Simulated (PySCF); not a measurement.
An unknown is described by computed data only.

Elements present: C, H and N. Monoisotopic mass: 59.0735 u.

- Dipole: 0.63 D [wB97X-D/def2-SVPD]
- Polarisability: 48.9 au [wB97X-D/def2-SVPD]
- Rotational structure: rotational constants A, B, C: 8.804, 8.802, 4.992 GHz [GFN2-xTB]
- Triplet: lowest triplet excitation (Tamm–Dancoff): 6.10 eV [TDA wB97X-D/def2-SVPD]
- XPS: C1s 291.2 (×3), N1s 404.7 eV [ΔSCF SCAN, pcX-2 on the ionised atom, pcseg-1 elsewhere, spin-free X2C]
- UV, first state: lowest singlet excitation: 6.16 eV (201 nm, f = 0.028) [TDDFT wB97X-D/def2-SVPD]
- UV, strongest line: among the 8 lowest singlet transitions: S4 at 8.00 eV (155 nm, f = 0.128) [TDDFT wB97X-D/def2-SVPD]

Gas-phase values; electronic properties from PySCF, density fitting. Levels stand in brackets. Isolated species at its GFN2-xTB geometry, gas phase.

Question: Which formula fits the mass and the elements?

Answer: C3H9N (calculated 59.0735). No other formula that holds each of these elements comes within 0.0003 u with a fitting electron parity and a possible valence count.

Question: Propose a structure and show how it fits.

Answer: Numbering: `[CH3:1][N:2]([CH3:3])[CH3:4]`. Its formula, C3H9N, gives 0 degrees of unsaturation, so no ring and no π bond. The core levels belong to: C1s 291.2 eV, N-methyl carbon [C1/C3/C4]; N1s 404.7 eV, tertiary amine nitrogen [N2]. The optimised geometry has point group C3v and is an oblate symmetric top (the spread among constants that symmetry makes equal is optimisation noise). Structure: `CN(C)C` (trimethylamine). Computed isomers that give other values at the same levels: `CCNC` (N-ethylmethylamine) (core binding energies: C1s 290.5, C1s 291.2, C1s 291.3, N1s 404.6 eV). The assignments are read from this structure; whether some other isomer fits the data as well wasn't checked.
